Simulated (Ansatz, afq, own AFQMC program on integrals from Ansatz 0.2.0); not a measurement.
## AlN, triplet: AFQMC among the cluster methods

```xyz
2

Al    0.0000    0.0000    0.0000
N     0.0000    0.0000    3.3310
```

Basis 6-31G. Noble-gas cores (and the filled d shells of Ga–Kr and In–Xe) are frozen. Integrals, coupled cluster, full CI and functionals: Ansatz 0.2.0; the random walks run on the same integrals in our own AFQMC program. ph-AFQMC/CISD is guided by a CISD state made of CCSD amplitudes; releasing the constraint for a short imaginary time cuts its bias at the price of noise, slowly where states lie close. ± is one standard error of the sampling.

Determinant: ROHF, the one that the program's search chose, which needn't be the lowest solution. The geometry is a point of a scan.

Full CI on the same integrals is exact in this basis and with this determinant's frozen core.

Cautions: lower spins were not checked; a spin-contaminated unrestricted determinant lies lower (UHF 2.38 eV lower, ⟨S²⟩ 3.00); strong correlation (T1 0.158, weight of the determinant 0.59, largest double 0.29); the CCSD(T) amplitudes may be one of several solutions (largest double 0.29); the CCSDT(Q) amplitudes may be one of several solutions (largest double 0.39); the CCSDTQ amplitudes may be one of several solutions (largest double 0.39); the released energies are still falling, so no released level is given (meV from the phaseless value at times in 1/Eh: -4 ± 3 at 0.24, -13 ± 4 at 0.51, -20 ± 4 at 0.99, -29 ± 4 at 1.62, -36 ± 6 at 2.40).

The T1 diagnostic is 0.1576 and the weight of the determinant in the CISD state is 0.586. The size of the correlated space is 8 electrons in 16 orbitals.

Reference: full CI, correlation energy -4.317 eV. The cautions show a poor starting determinant, so the rows tell how each method copes with it here, and full CI is the sure value.

| level | E − E(reference) (mEh) | share of correlation (%) |
| --- | --- | --- |
| HF | 158.66 | 0.00 |
| MP2 | 56.57 | 64.34 |
| CCSD | 4.96 | 96.87 |
| CCSD(T) | 1.11 | 99.30 |
| CCSDT | 0.38 | 99.76 |
| CCSDT(Q) | -0.01 | 100.01 |
| CCSDTQ | 0.01 | 99.99 |
| ph-AFQMC/HF | 22.98 ± 1.57 | 85.52 |
| ph-AFQMC/CISD | 2.98 ± 0.11 | 98.12 |

CCSDT and higher add their correlation energy to the determinant of the CCSD(T) run, since their own runs factorise the integrals more tightly (a shift of under 2 meV). A walk keeps the symmetry of its determinant, which the program's search chose and which needn't be the lowest solution, so a lower state of the same spin and another symmetry isn't excluded.
